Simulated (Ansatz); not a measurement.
The input, for Ansatz 0.2.0:

```yaml
crystal:
  periodic: [false, false, false]
  atoms:
    - {symbol: B, position_ang: [0.000000, 0.000000, 2.123942]}
    - {symbol: C, position_ang: [0.000000, 0.000000, -1.433333]}
    - {symbol: H, position_ang: [0.000000, -2.156720, -2.850667]}
    - {symbol: H, position_ang: [0.000000, 2.156720, -2.850667]}
basis:
  gaussian: {orbitals: 6-31G}
magnetization: {spin_polarized: false, initial_magnetization: 3}
hamiltonian: {pseudopotentials: {relativity: scalar}}
correlation: {method: bccd, electrons: all}
```

```sh
$ ansatz run in.yaml --threads 1 --pin off --events-out ev --progress --plain --max-ram 2393MiB
```

Output:

```
317 factors; integrals over basis functions are off by at most 2.1e-4 eV
mean field evaluation 1: about -1713.3587 eV, gradient 9.7e0 eV
mean field evaluation 2: about -1713.3592 eV, gradient 9.7e0 eV
mean field evaluation 4: about -1713.3983 eV, gradient 1.0e1 eV
mean field evaluation 8: about -1713.8990 eV, gradient 6.1e0 eV
mean field evaluation 16: about -1717.0951 eV, gradient 2.6e-1 eV
mean field evaluation 32: about -1711.2723 eV, gradient 1.3e1 eV
mean field evaluation 64: about -1714.5829 eV, gradient 1.0e1 eV
mean field evaluation 96: about -1714.2852 eV, gradient 1.2e1 eV
mean field evaluation 128: about -1714.7344 eV, gradient 1.1e-6 eV
mean field evaluation 160: about -1717.7094 eV, gradient 1.6e-1 eV
...
mean field -1717.75826664 eV, -63.1264519608 hartree, gradient 3.7e-6 eV, S^2 3.750000; 54 other end points of the search recorded, 0 dependent functions left out
...
determinant -1717.75826664 eV, -63.1264519608 hartree, with singles and doubles -1720.65704349 eV, -63.2329800450 hartree
determinant -1717.71087672 eV, -63.1247104131 hartree, with singles and doubles -1720.62827584 eV, -63.2319228535 hartree
determinant -1717.71058085 eV, -63.1246995403 hartree, with singles and doubles -1720.62888348 eV, -63.2319451839 hartree
determinant -1717.69501169 eV, -63.1241273842 hartree, with singles and doubles -1720.59872470 eV, -63.2308368691 hartree
determinant -1717.67057900 eV, -63.1232294994 hartree, with singles and doubles -1720.57656397 eV, -63.2300224773 hartree
determinant -1717.64927493 eV, -63.1224465894 hartree, with singles and doubles -1720.60743598 eV, -63.2311570025 hartree
determinant -1717.57716076 eV, -63.1197964422 hartree, with singles and doubles -1720.50643833 eV, -63.2274454076 hartree
determinant -1717.55294462 eV, -63.1189065156 hartree, with singles and doubles -1720.48129135 eV, -63.2265212730 hartree
determinant -1717.50664788 eV, -63.1172051419 hartree, with singles and doubles -1720.42497354 eV, -63.2244516318 hartree
determinant -1717.09582246 eV, -63.1021075862 hartree, with singles and doubles -1722.47776857 eV, -63.2998904578 hartree
determinant -1716.99844394 eV, -63.0985289914 hartree, with singles and doubles -1722.32925949 eV, -63.2944328497 hartree
determinant -1716.64809592 eV, -63.0856539390 hartree, with singles and doubles -1721.49481900 eV, -63.2637677272 hartree
determinant -1716.40455639 eV, -63.0767040266 hartree, with singles and doubles -1721.24136913 eV, -63.2544536161 hartree
determinant -1715.89576961 eV, -63.0580064572 hartree, with singles and doubles -1722.02122723 eV, -63.2831128727 hartree
determinant -1715.80028894 eV, -63.0544976074 hartree, with singles and doubles -1720.97521658 eV, -63.2446726905 hartree
determinant -1715.75516722 eV, -63.0528394149 hartree, with singles and doubles -1721.92672525 eV, -63.2796399890 hartree
determinant -1715.75339712 eV, -63.0527743646 hartree, with singles and doubles -1721.92275669 eV, -63.2794941470 hartree
determinant -1715.50457989 eV, -63.0436305003 hartree, with singles and doubles -1721.58091432 eV, -63.2669316718 hartree
determinant -1715.49348736 eV, -63.0432228571 hartree, with singles and doubles -1721.57193352 eV, -63.2666016335 hartree
determinant -1715.45848784 eV, -63.0419366486 hartree, with singles and doubles -1721.42246866 eV, -63.2611089014 hartree
determinant -1715.35042548 eV, -63.0379654300 hartree, with singles and doubles -1720.72191936 eV, -63.2353641893 hartree
determinant -1715.32186130 eV, -63.0369157159 hartree, with singles and doubles -1720.60436906 eV, -63.2310442955 hartree
determinant -1715.28614825 eV, -63.0356032855 hartree, with singles and doubles -1720.80895360 eV, -63.2385626387 hartree
determinant -1715.28225479 eV, -63.0354602036 hartree, with singles and doubles -1721.15603704 eV, -63.2513177197 hartree
determinant -1715.25592984 eV, -63.0344927796 hartree, with singles and doubles -1721.40447045 eV, -63.2604474791 hartree
determinant -1715.15856863 eV, -63.0309148210 hartree, with singles and doubles -1721.11052001 eV, -63.2496449998 hartree
determinant -1715.15040680 eV, -63.0306148792 hartree, with singles and doubles -1721.09274334 eV, -63.2489917192 hartree
determinant -1715.06938260 eV, -63.0276372948 hartree, with singles and doubles -1719.52794246 eV, -63.1914863474 hartree
determinant -1715.06610622 eV, -63.0275168899 hartree, with singles and doubles -1720.68114128 eV, -63.2338656224 hartree
determinant -1714.74846469 eV, -63.0158437791 hartree, with singles and doubles -1720.33900992 eV, -63.2212925269 hartree
determinant -1714.73440870 eV, -63.0153272310 hartree, with singles and doubles -1720.18917541 eV, -63.2157862103 hartree
determinant -1714.66737314 eV, -63.0128637198 hartree, with singles and doubles -1720.45041095 eV, -63.2253864392 hartree
determinant -1714.57252355 eV, -63.0093780614 hartree, with singles and doubles -1719.29151057 eV, -63.1827976357 hartree
determinant -1714.55905303 eV, -63.0088830288 hartree, with singles and doubles -1721.12385597 eV, -63.2501350874 hartree
determinant -1714.42578455 eV, -63.0039855026 hartree, with singles and doubles -1720.35475062 eV, -63.2218709868 hartree
determinant -1717.09582246 eV, -63.1021075862 hartree, with singles and doubles -1722.48174291 eV, -63.3000365120 hartree
determinant -1716.99844394 eV, -63.0985289914 hartree, with singles and doubles -1722.43769204 eV, -63.2984176722 hartree
determinant -1715.89576961 eV, -63.0580064572 hartree, with singles and doubles -1722.28662876 eV, -63.2928661990 hartree
determinant -1715.35042548 eV, -63.0379654300 hartree, with singles and doubles -1720.72191724 eV, -63.2353641115 hartree
determinant -1715.35042548 eV, -63.0379654300 hartree, with no singles and doubles
determinant -1716.42242351 eV, -63.0773606312 hartree, with singles and doubles -1722.36684962 eV, -63.2958142615 hartree
determinant -1716.42242351 eV, -63.0773606312 hartree, with singles and doubles -1722.48897351 eV, -63.3003022316 hartree
unrestricted determinant -1720.21585763 eV, -63.2167667638 hartree, S^2 4.7095
reference -1717.09582246 eV, -63.1021075862 hartree; 8, 5 occupied and 14, 17 virtual orbitals, 317 factors
second order -3.00651324 eV of doubles, -0.01779148 eV of singles
...
cycle  61  -5.44694449 eV  change    4.9e-6 eV  update   1.2e-5
cycle  62  -5.44694479 eV  change   -3.1e-7 eV  update   1.1e-5
cycle  63  -5.44694389 eV  change    9.0e-7 eV  update   9.7e-6
cycle  64  -5.44694328 eV  change    6.2e-7 eV  update   9.1e-6
cycle  65  -5.44694288 eV  change    4.0e-7 eV  update   8.0e-6
cycle  66  -5.44694401 eV  change   -1.1e-6 eV  update   7.2e-6
cycle  67  -5.44694645 eV  change   -2.4e-6 eV  update   6.7e-6
cycle  68  -5.44695166 eV  change   -5.2e-6 eV  update   6.3e-6
cycle  69  -5.44695658 eV  change   -4.9e-6 eV  update   5.9e-6
cycle  70  -5.44695852 eV  change   -1.9e-6 eV  update   5.4e-6
WARN: these amplitudes may be one of several solutions (largest doubles amplitude 0.20, level shift 1.59 eV)
Total energy: -1722.54278098 eV, -63.3022796197 hartree
Relativity: scalar
```

The singles that turn the determinant into the Brueckner one have T1 = 0.201, so far that the spin and state of the result can't be checked.

Ran on 1 thread of Arm Neoverse V1, shared host: 17 s wall, 0.14 GiB peak host memory.
